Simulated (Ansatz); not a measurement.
## Loss of C2H6: C4H8F2 → C2H2F2 + C2H6

Species: C4H8F2 `CCC(F)CF`, singlet; C2H2F2 (1,2-difluoroethene) `F/C=C/F`, singlet; C2H6 (ethane) `CC`, singlet. This is a balance of energies; it says nothing on the path, which may need atoms to shift.

Shapes, held fixed at every level: PBE0-D4/def2-TZVP. Flexible molecules stand in one conformer, not always the lowest. Programs: Ansatz 0.2.0. The zero-point and thermal change to 298 K, harmonic and unscaled (PBE0-D4/def2-TZVP), is -12.2 kJ/mol.

Question: Estimate ΔH(298 K) of this reaction.

Answer: The highest level, CCSD(T)/CBS estimate, gives ΔH(298 K) = +123.1 kJ/mol; the levels span +106.4 to +130.8. The column of differences is taken from that level and isn't an error. No measured value is set beside it here. The CBS estimate extrapolates MP2 from def2-TZVPP and def2-QZVPP and adds CCSD(T) − MP2 in the triple-zeta set, cores frozen. Times are processor times on shared x86 and Arm servers, and rough.

| level | kind | ΔH(298 K) (kJ/mol) | less CCSD(T)/CBS estimate | CPU time (sum over the molecules) |
| --- | --- | --- | --- | --- |
| r2SCAN-D4/def2-TZVPP | meta-GGA | +120.3 | -2.8 | 17 s |
| B3LYP-D4/def2-TZVPP | global hybrid | +106.4 | -16.7 | 21 s |
| r2SCAN0-D4/def2-TZVPP | global hybrid | +130.8 | +7.7 | 19 s |
| MP2/def2-TZVPP | perturbation theory | +129.0 | +5.9 | – |
| CCSD(T)/def2-SVP | coupled cluster or CI | +119.8 | -3.3 | 22 s |
| CCSD(T)/def2-TZVPP | coupled cluster or CI | +119.9 | -3.2 | 13 min |
| CCSD(T)/CBS estimate | coupled cluster or CI | +123.1 | 0.0 | 24 min |
